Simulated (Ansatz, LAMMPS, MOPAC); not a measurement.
Rutile SnO2: properties by level of theory

Reference values: lattice constant a 4.737 Å (measured, room temperature, not corrected to a static lattice; as tabulated in Hiroi (2015), arXiv:1503.02262); lattice parameter c 3.186 Å (measured, room temperature, not corrected to a static lattice; as tabulated in Hiroi (2015), arXiv:1503.02262).

```tsv
level (code)	equilibrium lattice constant a (Å)	c axis length (Å)
ionic model lewis1985b (shell model, LAMMPS)	4.703	3.337
MNDO semi-empirical Hartree-Fock (MOPAC)	4.792	3.171
PM6 semi-empirical Hartree-Fock (MOPAC)	4.931	3.490
PBE (Ansatz)	4.828	3.238
r²SCAN+SOC (Ansatz)	4.760	3.200
```

Differences from the reference values (errors of the level alone only where the reference is corrected to a static lattice):

```json
[
 {"level": "ionic model lewis1985b", "lattice constant a (%)": "-0.72", "lattice parameter c (%)": "+4.74"},
 {"level": "MNDO semi-empirical Hartree-Fock (MOPAC)", "lattice constant a (%)": "+1.16", "lattice parameter c (%)": "-0.47"},
 {"level": "PM6 semi-empirical Hartree-Fock (MOPAC)", "lattice constant a (%)": "+4.10", "lattice parameter c (%)": "+9.54"},
 {"level": "PBE", "lattice constant a (%)": "+1.92", "lattice parameter c (%)": "+1.63"},
 {"level": "r²SCAN+SOC", "lattice constant a (%)": "+0.49", "lattice parameter c (%)": "+0.44"}
]
```

Nearest: lattice constant a, not ranked (reference at room or unstated temperature); lattice parameter c, not ranked (reference at room or unstated temperature).

Empirical potentials (ionic model lewis1985b) are fitted to chosen data: where that held the value shown, agreement is built in, and what lay outside the fit can be far off.

Caveats: the method was fitted mainly to molecules (MNDO semi-empirical Hartree-Fock (MOPAC), PM6 semi-empirical Hartree-Fock (MOPAC)); the run uses a supercell at the zone centre in place of a k mesh (MNDO semi-empirical Hartree-Fock (MOPAC), PM6 semi-empirical Hartree-Fock (MOPAC)). Ansatz's density-functional and Hartree–Fock values are scalar-relativistic unless marked +SOC, with PAW data made under PBE.

Differences are worked out from the printed values.

Computed values are for the static lattice.

Ansatz is a quantum-chemistry and plane-wave program.
